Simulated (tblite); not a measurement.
Compound: C4H9O2 (doublet state).
Structure used (GFN2-xTB), in Å, numbered top down from 1:
```xyz
15
C4H9O2 angstrom
C      2.208   -0.220    0.430
O      0.887   -0.265    0.750
C     -0.033   -0.272   -0.329
C     -0.263    1.146   -0.852
C     -1.334   -0.882    0.219
O     -1.858   -0.130    1.278
H      2.515   -0.145   -0.595
H      2.853    0.037    1.245
H      0.353   -0.910   -1.138
H     -0.760    1.739   -0.088
H      0.689    1.612   -1.097
H     -0.886    1.117   -1.741
H     -1.132   -1.915    0.539
H     -2.095   -0.897   -0.563
H     -1.148   -0.007    1.921
```

All values are computed: GFN2-xTB (tblite) harmonic vibrations without scaling, gas phase. Errors from tens to a few hundred cm⁻¹ against measured bands are possible. One conformer, not necessarily the lowest. Open shells enter through the occupations alone, without spin polarisation, and single modes of such species can be off by tens of per cent.

Harmonic wavenumbers (cm⁻¹): 89.4, 100.0, 177.6, 182.9, 221.4, 275.3, 321.1, 345.6, 433.5, 442.2, 642.1, 837.9, 915.4, 937.8, 1013.5, 1052.5, 1096.7, 1118.6, 1141.8, 1194.3, 1259.9, 1283.0, 1308.5, 1318.6, 1344.0, 1369.4, 1395.4, 1465.1, 1478.9, 1482.9, 2870.4, 2879.1, 2992.7, 3037.0, 3048.5, 3053.3, 3118.4, 3187.7, 3521.8.

A = 5593, B = 2557, C = 2110 MHz; mass 89.060 u (most abundant isotopes); point group C1, symmetry number 1; spin multiplicity 2.

Question: Zero-point energy?

Answer: ½Σν̃ = 26977 cm⁻¹ = 322.72 kJ/mol.

Question: What is S at 298.15 K and 1 bar for an ideal gas of classical rigid rotors and harmonic oscillators?

Answer: Translation 164.84, rotation 112.00, vibration 87.25, spin (R ln 2) 5.76: S = 369.9 J/(mol K).

Question: And Cp and H(298.15 K) − H(0)?

Answer: Cp = 127.48 J/(mol K), of which vibrations give 94.22 (their classical limit is 39 R = 324.3); H(298.15 K) − H(0) = 24.38 kJ/mol without the zero-point energy, 14.46 from vibrations.

Question: Blend soft modes into free rotors: weight 1/[1 + (100 cm⁻¹/ν̃)⁴] for the oscillator and the rest for a rotor with moment μB/(μ + B), μ = h/(8π²ν), B = 10⁻⁴⁴ kg m². What vibrational entropy results?

Answer: 84.24 J/(mol K) in place of 87.25, which changes −T·S at 298.15 K by +0.90 kJ/mol.

Question: How do the functions run with temperature in this model?

Answer: 
| T (K) | S (J/(mol K)) | Cp (J/(mol K)) | H − H(0) (kJ/mol) | G − H(0) (kJ/mol) | ln q(vib) |
| --- | --- | --- | --- | --- | --- |
| 150 | 298.3 | 85.7 | 8.59 | -36.15 | 1.74 |
| 250 | 348.7 | 113.7 | 18.57 | -68.59 | 3.71 |
| 400 | 411.5 | 157.0 | 38.87 | -125.72 | 6.64 |
| 600 | 484.7 | 205.0 | 75.34 | -215.51 | 10.41 |
| 900 | 577.6 | 252.5 | 144.54 | -375.32 | 15.75 |

q(vib) and H(0) count from the zero-point level.

Hindered rotation and anharmonicity are outside this model. Other conformers, if any are populated, would add a mixing term that is left out. The structure is chiral; the term R ln 2 for an equal mix with its mirror image is left out.
